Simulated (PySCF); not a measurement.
Gas-phase reaction: 2 NH2 + 5 C2H2 (acetylene) ⇌ 2 HNC + 2 C4H6 (butadiene)

Computed with PySCF and rigid-rotor harmonic-oscillator thermochemistry at 1 bar. The comparison is the NASA 1993 polynomial table, which mixes measured and estimated data. † marks an energy on the PBE0/def2-TZVP geometry and frequencies; other levels use their own. 6-31G* has spherical d functions here. Open shells (unrestricted): NH2 (multiplicity 2); the rest are closed-shell singlets. The harmonic model lacks anharmonicity and excited electronic states, which grow with temperature; levels with a mode under 35 cm⁻¹ are left out. Internal rotation in C4H6 (butadiene) is treated as a harmonic vibration of one conformer, which makes the entropy rough. The table's entry may be an old estimate for NH2, HNC (not checked at source).

```tsv
level	ΔH°(298 K), kJ	minus table	ΔG°(1000 K), kJ
table	-910.5	-	-474.6
HF/6-31G*	-852.1	58.4	-416.3
HF/def2-TZVP†	-785.8	124.7	-343.3
M06-2X/def2-TZVP†	-942.5	-32.0	-499.9
PBE/def2-SVP	-1051.9	-141.4	-607.4
PBE0/def2-TZVP	-976.0	-65.5	-533.4
r2SCAN/def2-TZVP†	-946.8	-36.3	-504.2
ωB97X-V/def2-TZVP†	-973.5	-63.0	-530.9
```
